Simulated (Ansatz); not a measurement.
`FC1=CCC1F` + H₂ → `FC1=CCC1` + H–F at 700 K and 1 bar (hydrogenolysis of a C–F bond).

Calculated with Ansatz (gas phase, PBE0-D4/def2-TZVP geometries, no zero-point term in ΔE). CCSD(T)/CBS adds triple-zeta CCSD(T) − MP2 to the extrapolated MP2 energy (def2 sets, frozen cores). This one scheme is used for every species.

```json
{"species": "`FC1=CCC1F`", "CCSD(T)/CBS energy (Eh)": "-354.12910", "H − E (kJ/mol)": "255.2", "S (J/(mol·K))": "407.4"}
{"species": "H₂", "CCSD(T)/CBS energy (Eh)": "-1.17544", "H − E (kJ/mol)": "46.8", "S (J/(mol·K))": "155.3"}
{"species": "`FC1=CCC1`", "CCSD(T)/CBS energy (Eh)": "-254.94760", "H − E (kJ/mol)": "268.9", "S (J/(mol·K))": "379.4"}
{"species": "H–F", "CCSD(T)/CBS energy (Eh)": "-100.39570", "H − E (kJ/mol)": "45.2", "S (J/(mol·K))": "198.5"}
```

H − E and S are ideal-gas, rigid-rotor, harmonic terms from PBE0-D4/def2-TZVP, for one conformer and one mirror image of each species. The MP2-based limit puts H₂ 0.8 mEh under its directly extrapolated value; such offsets cancel only in part. 1 Eh = 2625.50 kJ/mol, R = 8.31446 J/(mol·K).

Question: By hand: ΔE, ΔH, ΔS and ΔG.

Answer: ΔE = (-254.94760) + (-100.39570) − (-354.12910) − (-1.17544) = -0.03876 Eh = -101.8 kJ/mol. Δ(H − E) = 268.9 + 45.2 − 255.2 − 46.8 = 12.1, so ΔH = -89.7 kJ/mol. ΔS = 379.4 + 198.5 − 407.4 − 155.3 = 15.2 J/(mol·K). ΔG = -89.7 − 700 × (15.2)/1000 = -100.3 kJ/mol.

Question: By hand: the equilibrium constant, and the temperature at which ΔG would vanish if ΔH and ΔS stayed fixed.

Answer: log₁₀ K = −ΔG/(RT ln 10) = 7.5. ΔH and −TΔS have one sign here, so there is no such temperature.

ΔH outweighs TΔS. A doubt of 5 kJ/mol in ΔE shifts log₁₀ K by 0.4 here. Other conformers and mirror images would add mixing entropy, several J/(mol·K) or more a flexible species. These are equilibria of isolated gas molecules and say nothing of rates. Largest T1 diagnostic: 0.012 (customary marks: 0.02 for closed shells, 0.045 for open ones).
